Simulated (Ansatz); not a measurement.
# SiH₃ (doublet): from Hartree-Fock to the top rungs at a displaced geometry (v1), cc-pVTZ

Aim: climb from Hartree-Fock through coupled cluster and multireference methods for SiH₃ (doublet) at one geometry and basis, and see what each rung misses.

Method: cc-pVTZ, core rule «outside noble gas», up to 5 orbitals frozen; program: Ansatz 0.2.0, Gaussian basis.

The runs, in order: UHF; CCSD(T) on ROHF; CCSD(T) on UHF; BCCD(T) on ROHF; CCSDT(Q) on ROHF; CCSDT(Q) on UHF; CASSCF and MRCISD+Q, 7 electrons in 7 orbitals; CASSCF and NEVPT2, 7 electrons in 7 orbitals.

20 further runs of the same task are left out: 2 for a known fault of the program, 10 that didn't finish, 8 set aside as unsound or not needed.

**1. The geometry**

The geometry is a PBE0/def2-TZVP stationary point (not a proven minimum) with its atoms shifted at random (size 0.040 Å).

4 atoms, charge 0, spin multiplicity 2.

Atoms are counted from 1 here; the program's logs count them from 0.

Bond lengths: Si1–H2 1.482 Å, Si1–H3 1.485 Å, Si1–H4 1.522 Å. Angles: H2–Si1–H3 110.8°, H2–Si1–H4 112.8°, H3–Si1–H4 113.7°.

**2. UHF**

Input file in.yaml:

```yaml
crystal:
  periodic: [false, false, false]
  atoms:
    - {symbol: Si, position_ang: [0.000393, -0.000301, -0.040857]}
    - {symbol: H, position_ang: [1.414817, -0.001789, 0.400844]}
    - {symbol: H, position_ang: [-0.673625, 1.262946, 0.352142]}
    - {symbol: H, position_ang: [-0.752131, -1.252768, 0.385475]}
basis:
  gaussian: {orbitals: cc-pVTZ}
magnetization: {spin_polarized: true, initial_magnetization: 1}
hamiltonian: {xc: hf}
output: {orbitals: {seedname: orbitals}}
```

Run with:

```console
$ ansatz run in.yaml --threads 1 --pin off --events-out ev --progress --plain --max-ram 2393MiB
```

The runs that follow: CCSD(T) on ROHF; CCSD(T) on UHF; BCCD(T) on ROHF; CCSDT(Q) on ROHF; CCSDT(Q) on UHF; CASSCF and MRCISD+Q, 7 electrons in 7 orbitals; CASSCF and NEVPT2, 7 electrons in 7 orbitals.

Q: Predict the results of all the runs planned. Wanted: UCCSDT(Q) below the RHF energy; RMP2 from UCCSDT(Q); UMP2 from UCCSDT(Q); RCCSD from UCCSDT(Q); RCCSD(T) from UCCSDT(Q); UCCSD(T) from UCCSDT(Q); RCCSDT(Q) from UCCSDT(Q); NEVPT2 valence from UCCSDT(Q); MRCISD+Q valence from UCCSDT(Q).

**Answer**, as computed:

| quantity | value |
| --- | --- |
| UCCSDT(Q) below the RHF energy | -4.0579 eV |
| RMP2 from UCCSDT(Q) | +843.2 meV |
| UMP2 from UCCSDT(Q) | +837.3 meV |
| RCCSD from UCCSDT(Q) | +122.1 meV |
| RCCSD(T) from UCCSDT(Q) | +24.7 meV |
| UCCSD(T) from UCCSDT(Q) | +23.9 meV |
| RCCSDT(Q) from UCCSDT(Q) | +0.9 meV |
| NEVPT2 valence from UCCSDT(Q) | +892.5 meV |
| MRCISD+Q valence from UCCSDT(Q) | +28.9 meV |
| levels within 1 kcal/mol (43 meV) | RCCSD(T), UCCSD(T), BCCD(T), RCCSDT, UCCSDT, RCCSDT(Q), MRCISD+Q valence |
| T1 diagnostic | 0.020 |
| effectively unpaired electrons | 1.01 |

In words: RCCSD(T) lands +24.7 meV from the yardstick (0.6 % of the correlation energy). One determinant dominates. Of the multireference levels listed MRCISD+Q valence comes nearest in total energy (+28.9 meV), which doesn't show that its space is the better one. These misses are within one basis, not against nature; the frozen cores of restricted and unrestricted runs differ, which can shift their rows.
